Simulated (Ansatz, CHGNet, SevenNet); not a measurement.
Volume per atom (Å³/atom) of solids drawn from the class of elemental solids other than molecular ones, from the machine-learned potential CHGNet 0.3.0 (trained on PBE and PBE+U data); the machine-learned potential CHGNet-r²SCAN (trained on r²SCAN data); the machine-learned potential SevenNet-0 (trained on PBE and PBE+U data); the machine-learned potential SevenNet-l3i5 (trained on PBE and PBE+U data); PBE (PAW; Ansatz, a program for electronic structure); PBEsol (PAW; Ansatz); r²SCAN (plane waves, PAW; Ansatz).

| solid | CHGNet 0.3.0 | CHGNet-r²SCAN | SevenNet-0 | SevenNet-l3i5 | PBE | PBEsol | r²SCAN |
|---|---|---|---|---|---|---|---|
| hcp Sc | 24.64 | 25.21 | 24.64 | 24.72 | 24.65 | 23.65 | [?] |
| hcp Tc | 14.56 | 14.31 | 14.60 | 14.60 | 14.44 | 14.00 | [?] |
| white tin (β-Sn) | 30.13 | 33.01 | 28.81 | 28.37 | 28.41 | 26.88 | 27.59 |
| hcp Be | 8.09 | 7.93 | 7.94 | 7.94 | 7.91 | 7.84 | 7.91 |
| hcp Zr | 23.45 | 23.38 | 23.48 | 23.48 | 23.39 | 22.46 | 23.50 |
| double-hcp La | 37.73 | 37.48 | 37.08 | 37.15 | 37.13 | 33.96 | 37.27 |
| hcp Lu | 29.85 | 29.13 | 29.55 | 29.54 | 29.10 | 27.48 | 29.01 |
| hcp Ru | 13.96 | 13.56 | 13.95 | 13.94 | 13.77 | 13.32 | 13.49 |
| α-phase Ga | 20.73 | 19.47 | 20.25 | 20.36 | 20.29 | 19.06 | 19.19 |
| hcp Co | 10.90 | 10.65 | 10.78 | 10.81 | 10.86 | 10.37 | 10.64 |

**Question.** Some entries are withheld; supply them.

**Answer.** 
- hcp Sc, r²SCAN: 24.92
- hcp Tc, r²SCAN: 14.20

The levels part most in proportion for white tin (β-Sn) (26.88 to 33.01 Å³/atom) and least for hcp Be (7.84 to 8.09 Å³/atom).

Ansatz's runs of these crystals have no spin polarisation, but for hcp Co. A magnetic state wasn't tried for hcp Sc with meta-GGA or hybrid levels, which favour moments.

Density-functional runs with spin start from parallel moments for hcp Co.

Ansatz's density-functional and Hartree–Fock values are scalar-relativistic unless marked +SOC, with PAW data made under PBE.

Machine-learned potentials (CHGNet 0.3.0, CHGNet-r²SCAN, SevenNet-0, SevenNet-l3i5) are trained on DFT data: a solid inside that data is no test of them.
